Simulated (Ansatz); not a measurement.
C$_{4}$H$_{9}$ (`C[C](C)C`) radical: measurement beside calculation (Ansatz, PBE0-D4/def2-TZVP geometry).

Z-matrix (Å, degrees):
```
C
C 1 1.485
H 1 1.094 2 111.8
H 1 1.094 2 111.8 3 121.6
H 1 1.104 2 111.7 3 -119.2
C 2 1.485 1 118.7 3 -162.1
C 2 1.485 1 118.7 3 40.5
H 6 1.094 2 111.8 1 40.5
H 6 1.094 2 111.8 1 162.0
H 6 1.104 2 111.7 1 -78.8
H 7 1.094 2 111.8 1 -40.5
H 7 1.094 2 111.8 1 -162.1
H 7 1.104 2 111.7 1 78.7
```

Enthalpy of formation at 298 K: 12.3 kcal/mol (zero for an element's reference state; older measured values of the G2 set, as listed by Staroverov and co-workers, J. Chem. Phys. 119, 12129, 2003). With their computed zero-point and thermal terms and the atoms' enthalpies of Curtiss and co-workers (1997) it gives an electronic atomization energy of 1198.7 kcal/mol.

```
             level  atomization (kcal/mol)   error  error per bond
       LDA (SPW92)                  1355.3   156.6            13.1
            PBE-D4                  1222.3    23.6             2.0
         revPBE-D4                  1198.7     0.0             0.0
           BLYP-D4                  1196.2    -2.4            -0.2
         r2SCAN-D4                  1207.3     8.6             0.7
            B97M-V                  1204.2     5.6             0.5
           PBE0-D4                  1210.7    12.0             1.0
          B3LYP-D4                  1204.1     5.5             0.5
        r2SCANh-D4                  1203.6     5.0             0.4
        r2SCAN0-D4                  1198.5    -0.2             0.0
          HSE06-D4                  1211.3    12.7             1.1
          BHLYP-D4                  1180.1   -18.5            -1.5
      CAM-B3LYP-D4                  1208.1     9.5             0.8
           ωB97X-V                  1200.8     2.2             0.2
           ωB97M-V                  1202.1     3.4             0.3
            B2PLYP                  1190.4    -8.2            -0.7
          PBE-QIDH                  1199.9     1.2             0.1
               PBE                  1217.5    18.8             1.6
            revPBE                  1181.6   -17.0            -1.4
              BLYP                  1185.4   -13.2            -1.1
            r2SCAN                  1206.0     7.4             0.6
              PBE0                  1206.6     8.0             0.7
             B3LYP                  1196.5    -2.1            -0.2
           r2SCANh                  1202.3     3.7             0.3
           r2SCAN0                  1197.1    -1.6            -0.1
             HSE06                  1207.7     9.0             0.8
             BHLYP                  1175.0   -23.7            -2.0
         CAM-B3LYP                  1204.2     5.5             0.5
           LC-ωPBE                  1201.4     2.8             0.2
     HF/def2-TZVPP                   920.2  -278.5           -23.2
    MP2/def2-TZVPP                  1180.2   -18.5            -1.5
SCS-MP2/def2-TZVPP                  1178.8   -19.9            -1.7
   CCSD/def2-TZVPP                  1162.0   -36.6            -3.1
CCSD(T)/def2-TZVPP                  1174.0   -24.7            -2.1
     HF/def2-QZVPP                   921.1  -277.6           -23.1
    MP2/def2-QZVPP                  1194.1    -4.6            -0.4
SCS-MP2/def2-QZVPP                  1194.5    -4.1            -0.3
      HF/CBS(def2)                   921.2  -277.4           -23.1
     MP2/CBS(def2)                  1203.9     5.2             0.4
    CCSD/CBS(def2)                  1185.7   -12.9            -1.1
 CCSD(T)/CBS(def2)                  1197.7    -0.9            -0.1
```

Functionals use def2-TZVPP; B3LYP here is the variant with VWN-RPA as its local correlation; programs differ in this. The calculations leave out spin–orbit coupling, scalar relativity and, for the correlated methods, core correlation; together these are worth up to about 1 kcal/mol a heavy atom. HSE06 is defined as in plane-wave codes. CBS adds triple-zeta CCSD(T) − MP2 to the MP2 limit. T1 = 0.011.
